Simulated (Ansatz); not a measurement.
Geometry optimisation, RKS BLYP/def2-SVP in Ansatz 0.2.0.

input.yaml

```yaml
crystal:
  periodic: [false, false, false]
  atoms:
    - { symbol: Al, position_ang: [-0.068309, -0.20956, -0.883399] }
    - { symbol: "N", position_ang: [1.641329, -0.075043, 1.721556] }
    - { symbol: H, position_ang: [0.844471, -0.692759, 1.920225] }
    - { symbol: H, position_ang: [1.308241, 0.895472, 1.642919] }
    - { symbol: H, position_ang: [2.092696, -0.367759, 0.829211] }
    - { symbol: H, position_ang: [-1.283329, 0.449648, 0.075888] }
basis:
  gaussian: { orbitals: def2-SVP }
hamiltonian:
  xc: blyp
relax:
  f_tol: 0.03
  max_steps: 50
```

Command:

```bash
$ ansatz run input.yaml --threads 1 --pin off --max-ram 2048MiB --backend cpu --events-out ev --progress --plain --runs-dir out
```

Where does it end, and by what steps?

The forces met the threshold. The force dipped under the threshold on the way, but the program's further checks kept it going. After 12 steps the energy has fallen by 0.035 eV; H6 moved furthest, 0.65 Å.

```
step  energy less start (eV)  largest force component (eV/Å)  accepted
   0                  0.0000                           0.509       yes
   1                  0.0066                           0.679        no
   2                 -0.0052                           0.397       yes
   3                 -0.0075                           0.440       yes
   4                 -0.0136                           0.121       yes
   5                 -0.0152                           0.023       yes
   6                 -0.0153                           0.283       yes
   7                 -0.0202                           0.145       yes
   8                 -0.0305                           0.046       yes
   9                 -0.0323                           0.103       yes
  10                 -0.0145                           0.542        no
  11                 -0.0340                           0.061       yes
  12                 -0.0349                           0.028       yes
```

```xyz
6
Properties=species:S:1:pos:R:3
Al -0.215 -0.490 -0.619
N 1.496 -0.049 1.627
H 1.114 -0.964 1.879
H 0.788 0.679 1.488
H 2.198 -0.107 0.887
H -0.845 0.930 0.045
```

Whether the end is a true minimum wasn't checked by a vibrational analysis.

The run took 6.9 s on 1 thread of Intel(R) Xeon(R) 6975P-C (Granite Rapids) (shared host), peak memory 0.12 GiB.
